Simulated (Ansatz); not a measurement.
Process, species as SMILES: FCl (F-Cl) → ClF+ (doublet, bonded as FCl) + e-
B3LYP-D3(BJ)/def2-TZVP geometries, fixed; electronic energies without zero-point terms.
Largest species:
```xyz
2

F      0.0000     0.0000    -1.0729
Cl     0.0000     0.0000     0.5680
```

Basis-set convergence of the adiabatic ionisation energy at HF with Ansatz (a program for electronic structure). Cartesian d functions, on some or all atoms, in 6-311G**, 6-311+G**; all else is spherical. Open shells are unrestricted. No added dispersion term, no relativity. Functions are those of the species that has most. Reference: the value in pcseg-4, 11.689 eV, itself unsure by roughly 0.006 eV (its mean distance from aug-pcseg-3, aug-cc-pV(Q+d)Z, cc-pV(5+d)Z). Deviations are taken from unrounded values.

```tsv
basis	functions	adiabatic ionisation energy (eV)
def2-SVP	32	12.088
def2-SVPD	50	12.114
pcseg-1	32	12.088
aug-pcseg-1	50	12.022
cc-pV(D+d)Z	37	11.973
aug-cc-pV(D+d)Z	55	11.927
6-311G**	45	12.007
6-311+G**	53	12.064
pcseg-2	64	11.762
aug-pcseg-2	96	11.737
def2-TZVP	68	11.718
def2-TZVPD	86	11.722
cc-pV(T+d)Z	69	11.708
aug-cc-pV(T+d)Z	101	11.721
def2-TZVPP	73	11.717
def2-TZVPPD	91	11.721
cc-pV(Q+d)Z	119	11.692
aug-cc-pV(Q+d)Z	169	11.700
pcseg-3	124	11.691
aug-pcseg-3	174	11.693
def2-QZVPP	127	11.695
def2-QZVPPD	145	11.698
```

What the diffuse functions change, pair by pair:
- def2-SVP to def2-SVPD: 18 more functions, deviation 0.398 to 0.425 eV
- pcseg-1 to aug-pcseg-1: 18 more functions, deviation 0.399 to 0.333 eV
- cc-pV(D+d)Z to aug-cc-pV(D+d)Z: 18 more functions, deviation 0.284 to 0.238 eV
- 6-311G** to 6-311+G**: 8 more functions, deviation 0.317 to 0.375 eV
- pcseg-2 to aug-pcseg-2: 32 more functions, deviation 0.073 to 0.048 eV
- def2-TZVP to def2-TZVPD: 18 more functions, deviation 0.029 to 0.033 eV
- cc-pV(T+d)Z to aug-cc-pV(T+d)Z: 32 more functions, deviation 0.019 to 0.032 eV
- def2-TZVPP to def2-TZVPPD: 18 more functions, deviation 0.028 to 0.032 eV
- cc-pV(Q+d)Z to aug-cc-pV(Q+d)Z: 50 more functions, deviation 0.003 to 0.011 eV
- pcseg-3 to aug-pcseg-3: 50 more functions, deviation 0.002 to 0.004 eV
- def2-QZVPP to def2-QZVPPD: 18 more functions, deviation 0.006 to 0.009 eV

They bring the value nearer the reference by more than 0.006 eV in 3 of 11 pairs.
